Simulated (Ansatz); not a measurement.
Process, species as SMILES: [SiH2] (SiH2) (closed-shell singlet) → 2 H atom + Si atom
B3LYP-D3(BJ)/def2-TZVP geometries, fixed; electronic energies without zero-point terms.

The atomisation energy at MP2 with Ansatz (a first-principles code), in kcal/mol, split into its Hartree-Fock and correlation parts. Cores are frozen. A restricted Hartree-Fock determinant is unstable towards unrestricted orbitals. Open shells are unrestricted. No added dispersion term, no relativity. Functions are those of the species that has most.

```json
[
 {"basis": "aug-cc-pV(D+d)Z", "X": "2", "functions": "50", "Hartree-Fock": "108.48", "MP2": "137.29"},
 {"basis": "aug-cc-pV(T+d)Z", "X": "3", "functions": "101", "Hartree-Fock": "110.23", "MP2": "144.53"},
 {"basis": "aug-cc-pV(Q+d)Z", "X": "4", "functions": "181", "Hartree-Fock": "110.61", "MP2": "146.81"}
]
```

Worked estimate of the basis-set limit from each neighbouring pair, with Hartree-Fock from the larger set and the correlation part extrapolated as X^-3.
Correlation parts: X = 2: 28.81, X = 3: 34.30, X = 4: 36.20.
- (2,3): (27·(34.30) - 8·(28.81))/19 = 36.61; with Hartree-Fock 110.23 the estimate is 146.84 kcal/mol.
- (3,4): (64·(36.20) - 27·(34.30))/37 = 37.59; with Hartree-Fock 110.61 the estimate is 148.20 kcal/mol.
The last two estimates differ by 1.35 kcal/mol; the largest set lies 1.39 from the last. Over the last step Hartree-Fock moves by 0.38 and the correlation part by 1.90.
